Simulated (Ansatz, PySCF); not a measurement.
System: CH3, net charge 0, doublet state. 
Geometry from a B3LYP-D3(BJ)/def2-TZVP (Ansatz, an electronic-structure program) optimisation:
```xyz
4

C      0.0000     0.0000     0.0000
H      0.0036     1.0786    -0.0270
H      0.9326    -0.5425     0.0110
H     -0.9362    -0.5361     0.0160
```
Charge 0, spin multiplicity 2.

Total electronic energies in hartree. Valence correlation only, unless marked. Open shells are spin-unrestricted. No spin-orbit coupling. No relativistic terms. Basis-set limits of correlation are two-point, X^-3; Hartree-Fock from the larger set. [CCSD(T)-MP2]/basis is that difference in the basis named.

```tsv
level	program	energy (Eh)
HF/6-31G	Ansatz	-39.54655
HF/6-31G*	Ansatz	-39.55890
HF-D3(BJ)/def2-TZVPD	PySCF + dftd3	-39.58780
RI-HF/cc-pVTZ	Ansatz	-39.57748
PBE0/def2-TZVP	Ansatz	-39.79902
r2SCANh-D4/def2-TZVPD	Ansatz + dftd4	-39.82729
M06-2X/def2-TZVPD	PySCF	-39.82420
MP2/6-31G	Ansatz	-39.62204
MP2/def2-SVPD	Ansatz	-39.66683
MP2/def2-TZVPPD	Ansatz	-39.73695
MP2/CBS(cc-pVTZ,cc-pVQZ)	Ansatz	-39.7561
RI-MP2/cc-pVTZ	Ansatz	-39.73561
RI-MP2/CBS(def2-TZVPPD,def2-QZVPPD)+[CCSD(T)-MP2]/def2-TZVPPD	Ansatz	-39.7816
RI-MP2/CBS(cc-pVTZ,cc-pVQZ)+[CCSD(T)-MP2]/cc-pVQZ	Ansatz	-39.7798
CCSD(T)/CBS(aug-cc-pVTZ,aug-cc-pVQZ)	Ansatz	-39.7786
```

Totals of different functionals don't rank their quality; only differences between species are comparable.
